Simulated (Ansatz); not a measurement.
## Ansatz (development build ahead of 0.2.0) run

```yaml
crystal:
  periodic: [false, false, false]
  atoms:
    - { symbol: S, position_ang: [0.0, 0.0, 0.0] }
    - { symbol: P, position_ang: [0.0, 0.0, 5.136] }
basis:
  gaussian: { orbitals: pcseg-2 }
magnetization:
  initial_magnetization: 3
hamiltonian:
  xc: pbe0
```

The input is written out in the form of the current development build from the run's settings.

The run gave:

```
Converged                       : yes
Total energy                    : -739.05442 hartree
Spin squared of the determinant : 3.750
Stability test                  : minimum among restricted orbitals
```

Caution: stretched shape with no unrestricted run beside it, a lower state can exist; charge can spread falsely over distant fragments.
